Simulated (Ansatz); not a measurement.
## Ge2HF (H-bridged), singlet: the ladder up to RCCSDTQ

Geometry: a PBE0/def2-TZVP stationary point for this spin, not checked as a minimum.

```json
{"atom": "F", "x (Å)": "-0.0458", "y (Å)": "-1.4271", "z (Å)": "0.0000"}
{"atom": "Ge", "x (Å)": "0.0148", "y (Å)": "0.1825", "z (Å)": "-1.1977"}
{"atom": "Ge", "x (Å)": "0.0148", "y (Å)": "0.1825", "z (Å)": "1.1977"}
{"atom": "H", "x (Å)": "-1.2672", "y (Å)": "0.5962", "z (Å)": "0.0000"}
```

Basis cc-pVDZ; Ansatz 0.2.0. Only valence electrons are correlated (noble-gas cores and the filled d shells of p-block atoms frozen), which leaves 16 electrons in 44 orbitals. R marks a restricted (for open shells ROHF) determinant. No spin–orbit coupling is included, and no scalar relativity.

Full CI isn't at hand for all of this; RCCSDTQ serves as the reference, and is uncertain by the last step of the cluster series or more.

```
UHF ⟨S²⟩                          : 0.055
T1 diagnostic (RCCSD)             : 0.0215
largest doubles amplitude (RCCSD) : 0.073
```

From what is known of these methods and the diagnostics, rank them by the size of their error in total energy against RCCSDTQ in cc-pVDZ, smallest first (an estimate: the text doesn't fix the numbers).
A. RCCSD
B. RCCSDT(Q)
C. BCCD(T)
D. RHF
E. RCCSDT

B (0.06 mEh), E (1.14 mEh), C (2.21 mEh), A (14.52 mEh), D (392.29 mEh).

All errors are against RCCSDTQ in cc-pVDZ. Below it: RCCSDT(Q). Within each family the higher level lies nearer, as is usual though not guaranteed.

Atomization energy (electronic, same basis, no zero-point term; atoms at the same level, unrestricted beside the R rows where the molecule is a closed shell, but restricted open-shell past Ca, as are all atoms' steps beyond CCSDT(Q)) at RCCSDTQ: 888.4 kJ/mol. Errors of other levels:

```csv
level,error (kJ/mol)
RHF,-312.4
RMP2,8.1
RCCSD,-29.5
RCCSD(T),-4.3
BCCD(T),-3.6
RCCSDT,-2.6
RCCSDT(Q),0.2
```

This basis is far from its limit, so the value isn't to be set against a measured one.
